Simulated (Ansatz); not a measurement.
A made-up structure of CH$_{3}$SSi (charge -1), closed shell:

| atom | x (Å) | y (Å) | z (Å) |
| --- | --- | --- | --- |
| Si1 | -0.3066 | -0.0346 | -1.0030 |
| C2 | 0.5891 | -0.0785 | 0.5810 |
| S3 | 0.7950 | -1.2823 | 1.7192 |
| H4 | -1.5934 | -0.8079 | -0.8559 |
| H5 | -0.7341 | 1.4117 | -1.1443 |
| H6 | 0.6025 | -1.8763 | 2.9274 |

It is relaxed with PBE-D4/def2-SVPD and then PBE0-D4/def2-TZVPD (Ansatz 0.2.0). Atoms count as bonded within 1.22 times the sum of their covalent radii (H–H: 0.88 Å). The end point is not checked to be a true minimum.

Does its bonding change? (Judge from chemistry; the calculation decides.)

By the calculation: No: no bond forms or breaks.

Where it ends: The first stage lowers the energy by 2.67 eV in 11 steps. It ends as CH₃SSi ([SiH2][C][SH]), total charge -1:
| atom | x (Å) | y (Å) | z (Å) |
| --- | --- | --- | --- |
| Si1 | -0.3232 | -0.1283 | -0.6657 |
| C2 | 0.7792 | 0.0580 | 0.6735 |
| S3 | 1.0927 | -0.9542 | 1.9535 |
| H4 | -1.6342 | -0.8652 | -0.4408 |
| H5 | -0.6719 | 1.1664 | -1.3395 |
| H6 | 0.1098 | -1.9446 | 2.0433 |

Labels in which every atom is bracketed show which atoms are joined, not bond orders.

For scale, one of the runs: PBE0-D4/def2-TZVPD relaxation, 153 basis functions, launched by `ansatz run in.yaml --threads 2 --pin off --events-out ev --progress --plain --max-ram 4352MiB`. The run took about 32 s on 2 CPU threads of an Arm Neoverse V2 (shared host).
